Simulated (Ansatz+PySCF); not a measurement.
**doublet CH₂Cl: levels of theory in one basis**

```csv
atom,x (Å),y (Å),z (Å)
C,0.0000,0.0000,-0.1682
Cl,0.0000,0.0000,1.4971
H,0.0000,-0.9563,-0.6645
H,0.0000,0.9563,-0.6645
```

Basis set: cc-pVTZ on H, C; cc-pV(T+d)Z on Cl (spherical functions). Correlated methods keep 6 orbitals frozen. Correlation on ROHF uses semicanonical orbitals with singles. Charge 0, multiplicity 2.

Computed with Ansatz (development build ahead of 0.2.0) and PySCF 2.14.0; each method stands on the lowest determinant of its kind that the runs found.

| method | E − E(ROHF) (eV) | <S²> of the determinant |
| --- | --- | --- |
| ROHF | 0.00 | 0.75 |
| UHF | -0.16 | 0.77 |
| ROHF-MP2 | -9.37 | – |
| UHF-MP2 | -9.35 | 0.77 |

(1) What does ROHF-CCSD(T) give on the same scale?

## Answers

(1) -10.60 eV.
